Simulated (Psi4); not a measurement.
**One shape, several levels: [BH3]− (SMILES [BH3-])**

Aim: a comparison of 6 runs (UHF/3-21G, UMVS/6-311++G(2d,2p), UMP2/cc-pVDZ, UBCCD(T)/6-311G**, UCCSD(T)/6-311G*) of [BH3]−. 

Program for the calculation: Psi4 1.11.

6 further runs of the same task are left out: 4 that didn't finish, 2 set aside as unsound or not needed.

### Step 1. The system as given

[BH3]− has 4 atoms, charge -1, and is taken as a doublet. As SMILES, `[BH3-]`. Geometry: relaxed at GFN2-xTB.

Bond lengths: B1–H2 1.254 Å, B1–H3 1.254 Å, B1–H4 1.254 Å. Angles: H2–B1–H3 111.5°, H2–B1–H4 111.5°, H3–B1–H4 111.5°.

### Step 2. Energy and gradient at UHF/3-21G (run 1)

Contents of bh3.xyz:

```xyz
4
BH3
B      0.150430    -0.037330    -0.233800
H      0.917080     0.452560     0.628490
H     -0.279230    -1.161080     0.118390
H     -0.788270     0.745860    -0.513080
```

Contents of calc.py:

```python
import psi4

psi4.set_memory('1600 MB')
psi4.set_num_threads(1)
psi4.set_output_file('bh3.out', False)

with open('bh3.xyz') as f:
    atoms = ''.join(f.readlines()[2:])
m = psi4.geometry('-1 2\n' + atoms + 'symmetry c1\nno_reorient\nno_com')

psi4.set_options({
    'reference': 'uhf',
    'puream': True,
    'e_convergence': 1e-09,
    'd_convergence': 1e-08,
    'scf_type': 'pk',
    'maxiter': 200,
})

result, w = psi4.gradient("hf/3-21G", return_wfn=True)
print('gradient / Eh bohr^-1')
print(result.np.round(6))
print(f'energy = {w.energy():.10f} Eh')
```

Run with:

```
python calc.py
```

bh3.out:

```text
[...]
  Running in c1 symmetry.
[...]
  Nuclear repulsion =    7.097351203864816
[...]
  Multiplicity = 2
[...]
  Nalpha       = 5
  Nbeta        = 4
[...]
    Number of basis functions: 15
[...]
   @UHF iter   1:   -26.15323964926960   -6.77959e-01   1.29681e-02 DIIS/ADIIS
[...]
   @UHF iter  11:   -26.18425711138331   -7.81597e-14   2.56201e-09 DIIS
[...]
   @S^2 Observed:                7.589524870E-01
[...]
    Orbital Energies [Eh]
    ---------------------
    Alpha Occupied:
       1A     -7.244843     2A     -0.421050     3A     -0.174843
       4A     -0.174681     5A     -0.012342
    Alpha Virtual:
       6A      0.552743     7A      0.552881     8A      0.609526
       9A      0.905422    10A      0.905520    11A      0.920903
      12A      1.129852    13A      1.641699    14A      1.657630
      15A      1.657885
    Beta Occupied:
[...]
  @UHF Final Energy:   -26.18425711138331
   => Energetics <=
    Nuclear Repulsion Energy =              7.0973512038648163
    One-Electron Energy =                 -50.6038798574113002
    Two-Electron Energy =                  17.3222715421631719
    Total Energy =                        -26.1842571113833102
  UHF NO Occupations:
  HONO-2 :    3  A 1.9987139
  HONO-1 :    4  A 1.9980895
[...]
  -Total Gradient:
     Atom            X                  Y                   Z
    ------   -----------------  -----------------  -----------------
       1        0.010830545753    -0.002699218972    -0.016556402535
       2        0.000917289658     0.002898956466     0.008074818866
       3       -0.004646511861    -0.004519832401     0.005714432135
       4       -0.007101323550     0.004320094907     0.002767151535
[...]
```

On the terminal:

```text
gradient / Eh bohr^-1
[[ 0.010831 -0.002699 -0.016556]
 [ 0.000917  0.002899  0.008075]
 [-0.004647 -0.00452   0.005714]
 [-0.007101  0.00432   0.002767]]
energy = -26.1842571114 Eh
```

Wall time 1.1 s (1 thread of INTEL XEON PLATINUM 8581C at 2.30GHz (Emerald Rapids), shared host); peak memory 0.18 GiB.

### Step 3. The charge distribution at UMVS/6-311++G(2d,2p) (Cholesky decomposition) (run 2)

Contents of calc.in:

```
memory 1600 mb

molecule {
  -1 2
  B      0.150430    -0.037330    -0.233800
  H      0.917080     0.452560     0.628490
  H     -0.279230    -1.161080     0.118390
  H     -0.788270     0.745860    -0.513080
}

set {
  basis                   6-311++G(2d,2p)
  reference               uks
  scf_type                cd
  scf_initial_accelerator adiis
}

e_tot, wfn = energy('mvs', return_wfn=True)
oeprop(wfn, 'MBIS_CHARGES', 'MAYER_INDICES', title='MVS')
print_variables()
```

Run with:

```
psi4 calc.in calc.out -n 1
```

calc.out:

```text
[...]
  Running in c1 symmetry.
[...]
  Nuclear repulsion =    7.097351203864816
[...]
  Multiplicity = 2
[...]
  Nalpha       = 5
  Nbeta        = 4
[...]
    Number of basis functions: 57
[...]
   @UKS iter   1:   -26.38811607765482   -3.71404e-01   8.66583e-03 DIIS/ADIIS
[...]
   @UKS iter   8:   -26.59093095987966   -2.11506e-07   8.92171e-07 DIIS
[...]
   @S^2 Observed:                7.566385884E-01
[...]
  @UKS Final Energy:   -26.59093095987966
   => Energetics <=
    Nuclear Repulsion Energy =              7.0973512038648163
    One-Electron Energy =                 -50.5953757073450561
    Two-Electron Energy =                  22.1710265445460522
    DFT Exchange-Correlation Energy =      -5.2639330009454728
    Empirical Dispersion Energy =           0.0000000000000000
    VV10 Nonlocal Energy =                  0.0000000000000000
    Total Energy =                        -26.5909309598796568
[...]
 Multipole Moments:
 ------------------------------------------------------------------------------------
     Multipole            Electronic (a.u.)      Nuclear  (a.u.)        Total (a.u.)
 ------------------------------------------------------------------------------------
 L = 1.  Multiply by 2.5417464519 to convert [e a0] to [Debye]
 Dipole X            :          0.2600143           -0.4837598           -0.2237456
 Dipole Y            :         -0.0642942            0.1200576            0.0557634
 Dipole Z            :         -0.4049643            0.7518775            0.3469132
 Magnitude           :                                                    0.4165578
[...]
```

Run time: 5.4 s. Hardware: 1 thread of INTEL XEON PLATINUM 8581C at 2.30GHz (Emerald Rapids), shared host; peak memory 0.57 GiB.

Atomic charges (e):

```csv
atom,MBIS
B1,-0.854
H2,-0.049
H3,-0.049
H4,-0.049
```

Runs 3 to 5 aren't shown in full; the table further down has their settings and results.

### Step 4. A single-point energy at UCCSD(T)/6-311G(d) (sfX2C) (run 6)

bh3.xyz is that of step 2.

Contents of calc.py:

```python
import psi4

psi4.set_memory(1600000000)
psi4.set_num_threads(1)
psi4.set_output_file('psi4.out', False)

with open('bh3.xyz') as f:
    atoms = ''.join(f.readlines()[2:])
molecule = psi4.geometry('-1 2\n' + atoms + '')

options = {'reference': 'uhf', 'freeze_core': True, 'scf_type': 'pk', 'relativistic': 'x2c'}
psi4.set_options(options)

energy_value = psi4.energy('ccsd(t)/6-311G*')
print(f'ccsd(t)/6-311G* energy: {energy_value:.10f} Eh')
```

Run with:

```
python calc.py
```

psi4.out:

```text
[...]
  Running in c1 symmetry.
[...]
  Nuclear repulsion =    7.097351203864816
[...]
  Multiplicity = 2
[...]
  Nalpha       = 5
  Nbeta        = 4
[...]
    Number of basis functions: 27
[...]
   @UHF iter   1:   -26.30344865952749   -6.49220e-01   9.04193e-03 DIIS/ADIIS
[...]
   @UHF iter  12:   -26.35526261028766   -1.74083e-12   5.75549e-09 DIIS
[...]
   @S^2 Observed:                7.571633164E-01
[...]
  @UHF Final Energy:   -26.35526261028766
   => Energetics <=
    Nuclear Repulsion Energy =              7.0973512038648163
    One-Electron Energy =                 -50.6759154204201678
    Two-Electron Energy =                  17.2233016062676896
    Total Energy =                        -26.3552626102876602
  UHF NO Occupations:
  HONO-2 :    3  A 1.9991742
  HONO-1 :    4  A 1.9980659
[...]
 Multipole Moments:
 ------------------------------------------------------------------------------------
     Multipole            Electronic (a.u.)      Nuclear  (a.u.)        Total (a.u.)
 ------------------------------------------------------------------------------------
 L = 1.  Multiply by 2.5417464519 to convert [e a0] to [Debye]
 Dipole X            :          0.4728392           -0.4837598           -0.0109206
 Dipole Y            :         -0.1173678            0.1200576            0.0026898
 Dipole Z            :         -0.7335876            0.7518775            0.0182899
 Magnitude           :                                                    0.0214713
[...]
      * MP2 total energy                      =  -26.448171812194385
[...]
      * CCSD total energy                     =  -26.469992267515234
[...]
      * CCSD(T) total energy                     =  -26.472602704857099
```

On the terminal:

```text
ccsd(t)/6-311G* energy: -26.4726027049 Eh
```

Wall time 2.1 s (1 thread of INTEL XEON PLATINUM 8581C at 2.30GHz (Emerald Rapids), shared host); peak memory 0.2 GiB.

### Step 5. All runs side by side

```csv
run,level,task,integrals,energy (Eh),HOMO energy (eV),LUMO energy (eV),⟨S²⟩,wall time
1,UHF/3-21G,gradient,pk,-26.184257,-0.34,11.17,0.759,1.1 s
2,"UMVS/6-311++G(2d,2p) (Cholesky decomposition)",properties,cd,-26.590931,1.95,4.84,0.757,5.4 s
3,UMP2/cc-pVDZ,energy,pk,-26.453177,-0.59,10.07,0.757,1.3 s
4,UBCCD(T)/6-311G**,energy,pk,-26.492792,-0.73,9.88,0.757,6 s
5,UBCCD(T)/6-311G** (Cartesian functions),energy,pk,-26.493622,-0.73,9.88,0.757,6.3 s
6,UCCSD(T)/6-311G* (sfX2C),energy,pk,-26.472603,-0.73,9.89,0.757,2.1 s
```

### Step 6. Summary of results

| quantity | value |
| --- | --- |
| run 6: total energy | -26.47260 Eh |
| run 6: HOMO energy (Hartree–Fock orbitals) (highest over α and β) | -0.73 eV |
| run 6: LUMO energy (Hartree–Fock orbitals) (lowest over α and β) | 9.89 eV |
| run 6: correlation energy (1 core orbital frozen) | -117.3 mEh |
| run 6: (T) correction | -2.61 mEh |
| run 6: ⟨S²⟩ of the reference determinant | 0.757 |
| run 6: T1 diagnostic | 0.017 |

**Reading.** In run 2 the HOMO lies above zero, so the outermost electron may be held by the basis alone. All runs together took 22 s, the longest 6.3 s.
